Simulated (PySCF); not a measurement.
Molecule: SMILES BNB, B2H5N.

Bonds (- single, = double, # triple, : aromatic): B1-N2, N2-B3. B1 carries H4, H5; N2 carries H6; B3 carries H7, H8.

Frames of a GFN2-xTB Langevin trajectory at 300 K; GIAO PBE0/pcSseg-1 shieldings in PySCF 2.14, gas phase, non-relativistic; equivalent atoms averaged within each frame.

δ = σ(ref) − σ, references computed at the same level: 11B (σ = 100.07 ppm) against BF3·OEt2; NH3 for 15N (σ = 267.73 ppm); TMS for 1H (σ = 31.72 ppm). The references are static minima.

Task: How do the shifts (ppm) fluctuate along the trajectory?

Result: 
```csv
time (fs),B1/B3,N2,H6,H4/H5/H7/H8
optimised geometry,51.8,196.7,7.97,5.58
250,50.8,195.7,7.83,5.49
425,50.9,204.2,8.18,5.52
625,51.9,197.7,8.02,5.68
800,53.2,197.4,8.20,5.94
1000,52.1,185.5,7.56,5.93
mean of frames,51.8,196.1,7.96,5.71
standard deviation,1.0,6.8,0.27,0.22
```

5 frames give an uncertainty of the mean of about the standard deviation over 2.2 at best, since frames this close in time may not be independent; classical motion lacks zero-point vibration, and the reference would need the same averaging.
